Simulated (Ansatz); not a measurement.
# CH₅AlO: a ladder of functionals and wavefunction methods

The task here is to estimate one member of a computed series from the others.

Computed with Ansatz 0.2.0, Gaussian basis. Level: functionals in def2-TZVPP, the program's frozen cores in correlated methods.

Levels to be run: LDA (SPW92), PBE-D4, revPBE-D4, BLYP-D4, r2SCAN-D4, B97M-V, PBE0-D4, B3LYP-D4, r2SCANh-D4, r2SCAN0-D4, HSE06-D4, BHLYP-D4, CAM-B3LYP-D4, LC-ωPBE, ωB97X-V, ωB97M-V, B2PLYP, PBE-QIDH; CCSD(T)/def2-SVP; CCSD(T)/def2-TZVPP; MP2/def2-QZVPP; extrapolation to the limit; RPA on PBE.

## Structure used throughout

The geometry comes from an earlier relaxation with PBE0-D4 in a triple-zeta def2 set; it is a stationary point, not always the lowest conformer.

SMILES `[CH3][AlH][OH]`, 8 atoms, charge 0, spin multiplicity 1.

Atoms are counted from 1 here; the program's logs count them from 0.

Bond lengths: C1–Al2 1.941 Å, C1–H4 1.095 Å, C1–H5 1.092 Å, C1–H6 1.095 Å, Al2–O3 1.701 Å, Al2–H7 1.589 Å, O3–H8 0.956 Å. Angles: Al2–C1–H4 111.0°, Al2–C1–H5 111.9°, Al2–C1–H6 111.2°, H4–C1–H5 107.9°, H4–C1–H6 106.4°, H5–C1–H6 108.2°, C1–Al2–O3 117.6°, C1–Al2–H7 124.2°, O3–Al2–H7 118.2°, Al2–O3–H8 122.5°.

Set-up of the first run:

in.yaml reads:

```yaml
crystal:
  periodic: [false, false, false]
  atoms:
    - {symbol: C, position_ang: [-0.777886, 0.982158, -0.070932]}
    - {symbol: Al, position_ang: [0.579722, -0.394157, -0.239890]}
    - {symbol: O, position_ang: [0.544632, -1.676399, 0.876832]}
    - {symbol: H, position_ang: [-0.325105, 1.954535, 0.149280]}
    - {symbol: H, position_ang: [-1.491448, 0.755378, 0.724306]}
    - {symbol: H, position_ang: [-1.335670, 1.104960, -1.004782]}
    - {symbol: H, position_ang: [1.716753, -0.394544, -1.350160]}
    - {symbol: H, position_ang: [1.181201, -2.389131, 0.859547]}
basis:
  gaussian: {orbitals: def2-TZVPP}
hamiltonian: {xc: lda}
output: {orbitals: {seedname: orbitals}}
```

Steps of the session up to this table: LDA; PBE-D4 (GGA); revPBE-D4 (GGA); BLYP-D4 (GGA); r2SCAN-D4 (meta-GGA); B97M-V (meta-GGA); PBE0-D4 (hybrid); B3LYP-D4 (hybrid); r2SCANh-D4 (hybrid); r2SCAN0-D4 (hybrid); HSE06-D4 (hybrid); BHLYP-D4 (hybrid); CAM-B3LYP-D4 (range-separated); LC-ωPBE (range-separated); ωB97X-V (range-separated); ωB97M-V (range-separated); B2PLYP (double hybrid); PBE-QIDH (double hybrid).

One of the session's tables, all rows but one given; the rest of the session is left out.

It belongs to the step «Orbital energies across the functionals». 

```
  functional  HOMO (eV)  gap (eV)
 LDA (SPW92)      -6.75      5.30
      PBE-D4      -6.66      5.45
   revPBE-D4      -6.63      5.52
     BLYP-D4      -6.57      5.44
   r2SCAN-D4      -6.96      6.13
      B97M-V      -7.05      5.98
     PBE0-D4      -7.97      7.53
    B3LYP-D4      -7.77      7.09
  r2SCANh-D4      -7.44      6.86
  r2SCAN0-D4      -8.17      7.95
    HSE06-D4          ?         ?
    BHLYP-D4      -9.21      9.47
CAM-B3LYP-D4      -9.38      9.82
     LC-ωPBE     -10.76     12.31
     ωB97X-V     -10.39     11.82
     ωB97M-V     -10.21     11.31
```

Q: Estimate the row for HSE06-D4 from the others.

**Answer.** HOMO (eV): -7.57; gap (eV): 6.76. In the column «HOMO (eV)» it lies between B3LYP-D4 (-7.77) and r2SCANh-D4 (-7.44).
